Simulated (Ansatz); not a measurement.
C$_{3}$H$_{9}$P, SMILES `CP(C)C`, one more setting.

```yaml
crystal:
  periodic: [false, false, false]
  atoms:
    - {symbol: C, position_ang: [-0.508017, 1.424414, -0.580288]}
    - {symbol: P, position_ang: [0.643800, -0.007311, -0.657706]}
    - {symbol: C, position_ang: [1.189832, -0.046877, 1.098088]}
    - {symbol: C, position_ang: [-0.581146, -1.378680, -0.620638]}
    - {symbol: H, position_ang: [-1.047750, 1.510229, -1.525888]}
    - {symbol: H, position_ang: [0.063035, 2.344839, -0.440398]}
    - {symbol: H, position_ang: [-1.233065, 1.330447, 0.234016]}
    - {symbol: H, position_ang: [0.346668, -0.031638, 1.795553]}
    - {symbol: H, position_ang: [1.779599, -0.948658, 1.276459]}
    - {symbol: H, position_ang: [1.831356, 0.813573, 1.300334]}
    - {symbol: H, position_ang: [-0.058752, -2.332003, -0.515215]}
    - {symbol: H, position_ang: [-1.128953, -1.404102, -1.565154]}
    - {symbol: H, position_ang: [-1.296609, -1.274233, 0.200837]}
basis:
  gaussian: {orbitals: "6-31++G**", point_charges: [{charge: 0.50, position_ang: [4.370, -0.243, 0.867]}]}
total_charge: -1
magnetization: {spin_polarized: true, initial_magnetization: 1}
hamiltonian: {xc: {name: r2SCAN}}
scf: {lower_state_search: off}
```

```sh
$ ansatz run in.yaml --threads 4 --pin off --events-out ev --progress --plain --max-ram 10444MiB
```

Output, abridged:

```
Functional definition: r2SCAN
1390 factors; their error is unknown
mean field evaluation 1: about -12534.4564 eV, gradient 4.8e1 eV
mean field evaluation 2: about -12523.6662 eV, gradient 6.3e1 eV
mean field evaluation 4: about -12545.9931 eV, gradient 2.8e0 eV
mean field evaluation 8: about -12546.0465 eV, gradient 3.8e-2 eV
mean field evaluation 16: about -12545.9674 eV, gradient 2.9e-4 eV
a density is far from that of the atoms, so the factors are made again for it
1276 factors; integrals over basis functions are off by at most 9.7e-4 eV
mean field -12545.96736884 eV, -461.0557968426 hartree, gradient 1.9e-6 eV, S^2 0.750324; 0 other end points of the search recorded, 0 dependent functions left out
reference -12545.96742349 eV, -461.0557988511 hartree; 22, 21 occupied and 112, 113 virtual orbitals, 1276 factors
Total energy: -12545.96742349 eV, -461.0557988511 hartree
Checks for a lower state left out: stability, starts, cluster_reference, orbital_swaps, neighbouring_geometries, increment
```

It took 4 s on 4 threads of an Arm Neoverse V1 on a shared host, with 0.22 GiB of host memory at the peak.
